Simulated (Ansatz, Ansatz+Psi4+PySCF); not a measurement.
```xyz
7

C     0.0000    0.0000   -1.3078
C     0.0000    0.0000    0.0000
C     0.0000    0.0000    1.3078
H     0.0000   -0.9368   -1.8749
H     0.0000    0.9368   -1.8749
H    -0.9368    0.0000    1.8749
H     0.9368    0.0000    1.8749
```

Basis set: cc-pVTZ (spherical functions). Correlated methods keep 3 orbitals frozen. Charge 0, multiplicity 1.

Computed with Ansatz (development build ahead of 0.2.0); each method stands on the lowest determinant of its kind that the runs found. Restricted open shells among the atoms or ions are ROHF, correlated in semicanonical orbitals with singles.

The atomization energy at this shape (free ground-state atoms in the same class of orbitals less the molecule, no zero-point energy) of singlet C3H4:

```
method  atomization energy
   RHF            22.99 eV
```

(1) What does RHF-MP2 give?

Results:

(1) 30.14 eV.
